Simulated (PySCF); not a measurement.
Constitutional and geometric isomers with formula C2H5NO. Isolated molecules, 0 K electronic values unless said otherwise. One relaxed conformer stands for each flexible species; it need not be the lowest. Strings in code marks are SMILES.

The numbers are results of PySCF with PBE-D3(BJ)/def2-TZVP // B3LYP-D3(BJ)/def2-TZVP, not measurements. Excitations are Tamm–Dancoff values on a coarser integration grid. The basis has no diffuse functions, so Rydberg states are missing or too high.

```tsv
species	HOMO (eV)	S1–T1 gap (TDA) (eV)
`C=NCO` (C–N–C–O torsion -130°, N–C–O–H torsion -47°)	-6.25	(withheld)
`C1NCO1`	-5.27	0.32
`CC(N)=O`	-5.66	0.54
`[H]/N=C(\C)O` (N–C–O–H torsion 0°)	(withheld)	1.08
```

**Question.** What belongs in the gaps?

**Answer.** 
- `C=NCO` (C–N–C–O torsion -130°, N–C–O–H torsion -47°), S1–T1 gap (TDA) (eV): 0.72
- `[H]/N=C(\C)O` (N–C–O–H torsion 0°), HOMO (eV): -6.38
